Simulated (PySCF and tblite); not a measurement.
Values are calculated unless marked as measured or tabulated.
Stationary points of 2-chloro-3-methylbutane at GFN2-xTB, in Å:

Structure A

```
 1 C    -1.060    1.019    0.555
 2 C    -0.511   -0.329    0.095
 3 C    -1.351   -0.878   -1.057
 4 C     0.968   -0.262   -0.302
 5 C     1.899    0.135    0.831
 6 Cl    1.200    0.896   -1.655
 7 H    -2.120    0.929    0.779
 8 H    -0.936    1.763   -0.228
 9 H    -0.553    1.367    1.451
10 H    -0.569   -1.036    0.932
11 H    -2.388   -0.985   -0.749
12 H    -0.984   -1.853   -1.373
13 H    -1.312   -0.202   -1.908
14 H     1.271   -1.232   -0.707
15 H     2.934    0.081    0.503
16 H     1.764   -0.545    1.671
17 H     1.698    1.150    1.162
```

Structure B

```
 1 C    -1.406    1.295   -0.228
 2 C    -0.511    0.171    0.293
 3 C    -1.011   -1.171   -0.242
 4 C     0.948    0.405   -0.111
 5 C     1.903   -0.687    0.337
 6 Cl    1.515    1.951    0.615
 7 H    -2.431    1.141    0.101
 8 H    -1.393    1.314   -1.317
 9 H    -1.069    2.260    0.138
10 H    -0.564    0.157    1.387
11 H    -2.075   -1.271   -0.041
12 H    -0.500   -2.005    0.230
13 H    -0.860   -1.231   -1.318
14 H     1.017    0.552   -1.193
15 H     2.930   -0.388    0.145
16 H     1.708   -1.606   -0.209
17 H     1.792   -0.876    1.403
```

Structure C

```
 1 C    -1.280    1.244    0.188
 2 C    -0.493   -0.064    0.150
 3 C    -1.214   -1.076   -0.742
 4 C     0.976    0.084   -0.311
 5 C     1.963   -0.342    0.764
 6 Cl    1.395    1.759   -0.806
 7 H    -2.280    1.054    0.572
 8 H    -1.367    1.671   -0.807
 9 H    -0.796    1.970    0.836
10 H    -0.472   -0.463    1.170
11 H    -2.226   -1.241   -0.380
12 H    -0.693   -2.031   -0.744
13 H    -1.271   -0.708   -1.764
14 H     1.138   -0.507   -1.216
15 H     2.986   -0.237    0.408
16 H     1.791   -1.384    1.026
17 H     1.843    0.271    1.655
```

Level: PBE0/pcSseg-1 + D3(BJ) on GFN2-xTB stationary points, with GFN2-xTB thermal terms.

Task: Which structure is a saddle point, and along which motion?

Result: C: one imaginary mode (71i cm⁻¹ at GFN2-xTB, mostly on C3, C1, C5), along the rotation about the C2–C4 bond (torsion C1–C2–C4–C5 from -178° to -298°, falling).

Task: Give their symmetry and energies above the lowest.

Result: A C1, 0.0 kcal/mol; B C1, 0.7 kcal/mol; C C1, 5.4 kcal/mol.
